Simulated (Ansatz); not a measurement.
# NO (doublet): from Hartree-Fock to the top rungs, cc-pVQZ

One table from this session's results is given with a row withheld; the runs are named, their logs left out.

Program: Ansatz 0.2.0, Gaussian basis. Level of theory: cc-pVQZ, core rule «outside noble gas», up to 2 orbitals frozen. These are calculated values, not measurements.

To be run: UHF; CCSD(T) on ROHF; CCSD(T) on UHF; BCCD(T) on ROHF; CISD; CCSDT(Q) on ROHF; CCSDT(Q) on UHF; CASSCF and MRCISD+Q, 11 electrons in 8 orbitals; CASSCF and NEVPT2, 11 electrons in 8 orbitals.

9 further runs of the same task are left out: 9 set aside as unsound or not needed.

### What is computed

The geometry is an MP2(full)/6-31G* stationary point (not a proven minimum).

2 atoms, charge 0, spin multiplicity 2.

Atoms are counted from 1 here; the program's logs count them from 0.

Bond lengths: N1–O2 1.143 Å.

Set-up of the first run:

Input file in.yaml:

```yaml
crystal:
  periodic: [false, false, false]
  atoms:
    - {symbol: N, position_ang: [0.000000, 0.000000, 0.000000]}
    - {symbol: O, position_ang: [0.000000, 0.000000, 1.142703]}
basis:
  gaussian: {orbitals: cc-pVQZ}
magnetization: {spin_polarized: true, initial_magnetization: 1}
hamiltonian: {xc: hf}
output: {orbitals: {seedname: orbitals}}
```

Run with:

```bash
ansatz run in.yaml --threads 1 --pin off --events-out ev --progress --plain --max-ram 4160MiB --backend cpu
```

Steps of the session up to this table: UHF; CCSD(T) on ROHF; CCSD(T) on UHF; BCCD(T) on ROHF; CISD; CCSDT(Q) on ROHF; CCSDT(Q) on UHF; CASSCF and MRCISD+Q, 11 electrons in 8 orbitals; CASSCF and NEVPT2, 11 electrons in 8 orbitals.

One of the session's tables, all rows but one given; the rest of the session is left out.

| method | from UCCSDT(Q) (kcal/mol) |
| --- | --- |
| ROHF | +286.33 |
| UHF | +281.50 |
| RMP2 | +11.18 |
| UMP2 | +14.70 |
| CISD | +32.75 |
| RCCSD | +14.04 |
| UCCSD | +13.77 |
| RCCSD(T) | +1.01 |
| UCCSD(T) | +1.09 |
| BCCD(T) | +1.03 |
| RCCSDT | +1.07 |
| UCCSDT | +1.01 |
| RCCSDT(Q) | ? |
| UCCSDT(Q) | 0 |
| CASSCF valence | +211.73 |
| NEVPT2 valence | +30.73 |
| MRCISD valence | +15.49 |
| MRCISD+Q valence | +2.67 |

**Question.** Estimate the row for RCCSDT(Q).

As computed: from UCCSDT(Q) (kcal/mol): +0.12. In the column «from UCCSDT(Q) (kcal/mol)» it lies between UCCSDT(Q) (0) and RCCSD(T) (+1.01).

Limits of these values: Restricted and unrestricted rows rest on different reference determinants; where their highest levels disagree by more than a few hundredths of an eV, they describe different states and don't form one ladder.
